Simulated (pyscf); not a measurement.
Single points on ωB97X-D3(BJ)/def2-SVP structures (PySCF, gas phase).

Problem. For H₂N–SiH₂–F (SMILES N[SiH2]F) + HCl (SMILES Cl) -> H₂N–SiH(F)–Cl (SMILES N[SiH](F)Cl) + H₂ (SMILES [H][H]), a four-centre exchange (singlet surface; H–Si, Cl–H broken, Cl–Si, H–H formed), PBE/def2-TZVP gives ΔE‡ = 19.6 kcal/mol and ΔE = -20.4 kcal/mol (zero: the separated reactants). In which direction and how far do r²SCAN/def2-TZVP, PBE0-D3(BJ)/def2-TZVP, ωB97M-D3(BJ)/def2-TZVP move these?

Solution. r²SCAN: ΔE‡ = 20.3 kcal/mol, ΔE = -22.7 kcal/mol; PBE0-D3(BJ): ΔE‡ = 21.3 kcal/mol, ΔE = -21.0 kcal/mol; ωB97M-D3(BJ): ΔE‡ = 25.6 kcal/mol, ΔE = -20.9 kcal/mol. PBE's barrier lies under all of them, by 0.6 to 6.0 kcal/mol. Its reaction energy lies over all of them, by 0.5 to 2.3 kcal/mol. On the reactant side the descent ends in a complex (not fully relaxed), 5.6 kcal/mol under the separated species and 30.2 kcal/mol under the saddle at ωB97X-D3(BJ)/def2-TZVP. One saddle was located; it need not be the lowest between these sides.
